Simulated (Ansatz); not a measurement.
# Where CCSD(T) holds and where it slips

Each species is computed at the geometry given (Å), with frozen cores, in Ansatz 0.2.0: RHF-CCSD(T) for singlets, UHF-CCSD(T) otherwise, and full CI in the same basis. The program picks the determinant by a search with trial CCSD, so it needn't be the lowest Hartree–Fock solution. States: BH4⁺ triplet A2, AsH2⁺ singlet A1, BSi⁺ triplet Π, HPN⁺ singlet A'. Cases whose determinant has another symmetry than full CI's state, or lies over 0.5 eV above the lowest of its kind, whose (Q) step broke down or whose higher cluster runs on it stay over 0.1 eV above full CI weren't drawn. No relativity is included.

Question: Judging by size, spin and bonding, rank them by the size of CCSD(T)'s error in total energy against full CI in the same basis, smallest first (an estimate).
A. BH₄⁺, triplet, aug-cc-pVDZ: B 0.000 0.000 0.000; H 0.472 0.486 1.057; H -0.486 -0.471 1.058; H -0.472 0.471 -1.064; H 0.485 -0.487 -1.051
B. AsH2⁺, singlet, cc-pVTZ: As 0.000 -0.028 0.000; H 0.000 1.045 -1.091; H 0.000 1.045 1.091
C. BSi⁺, triplet, cc-pVTZ: Si 0.000 0.000 0.000; B 0.000 0.000 2.095
D. HPN⁺, singlet, 6-31G: N 0.000 0.074 1.084; P 0.000 -0.077 -0.463; H 0.000 1.325 -0.831

Answer: A (16.4 meV), B (21.4 meV), D (37.0 meV), C (62.0 meV).

| species | basis | correlated electrons | CCSD(T) − full CI (meV) | CCSDT(Q) − full CI (meV) | unpaired electrons (full CI) | T1 | ⟨S²⟩ of the determinant |
| --- | --- | --- | --- | --- | --- | --- | --- |
| BH4⁺, triplet | aug-cc-pVDZ | 6 | 16.4 | -0.6 | 2.02 | 0.013 | 2.01 |
| AsH2⁺, singlet | cc-pVTZ | 6 | 21.4 | 0.7 | 0.07 | 0.012 | 0.00 |
| HPN⁺, singlet | 6-31G | 10 | 37.0 | -14.4 | 0.35 | 0.097 | 0.00 |
| BSi⁺, triplet | cc-pVTZ | 6 | 62.0 | 0.8 | 2.13 | 0.033 | 2.02 |

Unpaired electrons are Σ n²(2−n)² over natural occupations; an open shell counts its own unpaired electrons too. Frozen cores follow each run's orbitals, which moves totals by a few meV. RHF is unstable for AsH2⁺, singlet in cc-pVTZ: UHF reaches ⟨S²⟩ = 0.27. RHF is unstable for HPN⁺, singlet in 6-31G: UHF reaches ⟨S²⟩ = 1.38.
